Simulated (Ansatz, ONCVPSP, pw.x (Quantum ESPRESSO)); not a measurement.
## pw.x on fcc W: one setting changed

Potential: optimised norm-conserving Vanderbilt (ONCV), ONCVPSP 4.0.1.1 (patched build), PBEsol; core [Kr] 4d10 4f14, reference 5s2 5p6 5d4 6s1 6p1; waves: 5s+6s: rc 1.90 bohr, ncon 4, nbas 8, qcut 5.2 1/bohr, 2 projectors; 5p+6p: rc 1.70 bohr, ncon 3, nbas 7, qcut 7.6 1/bohr, 2 projectors; 5d: rc 2.50 bohr, ncon 4, nbas 9, qcut 6.7 1/bohr, 1 projector; local part: polynomial inside 1.25 bohr (lpopt 5, dvloc0 9.5 Ha); core correction: Teter function, fcfact 2.75, rcfact 1.5.

The reference run (k-mesh 14³, cutoffs 55/220 Ry, Fermi–Dirac 0.01 Ry, mixing_beta 0.4, conv_thr 1e-9, no spin) gives -2.12 GPa at 15.995 Å³/atom, where all-electron LAPW gives 0.14 GPa. This run, with its own iteration cap, changes mixing_mode to local-TF.

```
&control
  calculation='scf', prefix='x', pseudo_dir='./', outdir='./tmp', tstress=.true., disk_io='none'
/
&system
  ibrav=0, nat=1, ntyp=1, ecutwfc=55, ecutrho=220, nbnd=15,
  occupations='smearing', smearing='fd', degauss=0.01
/
&electrons
  conv_thr=1e-09, mixing_beta=0.4, electron_maxstep=50, mixing_mode='local-TF'
/
ATOMIC_SPECIES
W 1.0 W.UPF
CELL_PARAMETERS angstrom
  0.00000000 1.99979164 1.99979164
  1.99979164 0.00000000 1.99979164
  1.99979164 1.99979164 0.00000000
ATOMIC_POSITIONS crystal
W 0.0000 0.0000 0.0000
K_POINTS automatic
14 14 14 0 0 0
```

```bash
pw.x < W.scf.in > W.scf.out
```

Question: How does the run end?

Answer: It converges in 8 iterations; the free energy moves by +0.0 meV/atom and the pressure by -0.01 GPa. The result is that of the reference run.

```
Message from routine setup:
     using ibrav=0 with symmetry is DISCOURAGED, use correct ibrav instead
     lattice parameter (alat)  =       5.3444  a.u.
     unit-cell volume          =     107.9396 (a.u.)^3
     number of electrons       =        14.00
     number of Kohn-Sham states=           15
     kinetic-energy cutoff     =      55.0000  Ry
     charge density cutoff     =     220.0000  Ry
     scf convergence threshold =      1.0E-09
     Exchange-correlation= PBESOL
     number of k points=   104  Fermi-Dirac smearing, width (Ry)=  0.0100
     iteration #  1     ecut=    55.00 Ry     beta= 0.40
     total energy              =    -146.43501780 Ry
     estimated scf accuracy    <       0.07846412 Ry
     iteration #  2     ecut=    55.00 Ry     beta= 0.40
     total energy              =    -146.41449165 Ry
     estimated scf accuracy    <       0.03622568 Ry
     iteration #  3     ecut=    55.00 Ry     beta= 0.40
     total energy              =    -146.42087788 Ry
     estimated scf accuracy    <       0.00006056 Ry
     [... 2 iterations left out ...]
     iteration #  6     ecut=    55.00 Ry     beta= 0.40
     total energy              =    -146.42089796 Ry
     estimated scf accuracy    <       0.00000002 Ry
     iteration #  7     ecut=    55.00 Ry     beta= 0.40
     total energy              =    -146.42089796 Ry
     estimated scf accuracy    <          3.7E-09 Ry
     iteration #  8     ecut=    55.00 Ry     beta= 0.40
     the Fermi energy is    21.5169 ev
!    total energy              =    -146.42089796 Ry
     estimated scf accuracy    <          1.5E-10 Ry
     smearing contrib. (-TS)   =      -0.00512474 Ry
     The total energy is F=E-TS. E is the sum of the following terms:
     one-electron contribution =     -17.87960572 Ry
     hartree contribution      =      16.83747180 Ry
     xc contribution           =     -26.47723090 Ry
     ewald contribution        =    -118.89640840 Ry
     convergence has been achieved in   8 iterations
          total   stress  (Ry/bohr**3)                   (kbar)     P=      -21.38
     Message from routine punch:
     Nothing written, as per user request (disk_io='none')
```

The run took about 9.3 s on one core of a shared host (Neoverse-V2, 96 threads, 742 GiB, load 24).
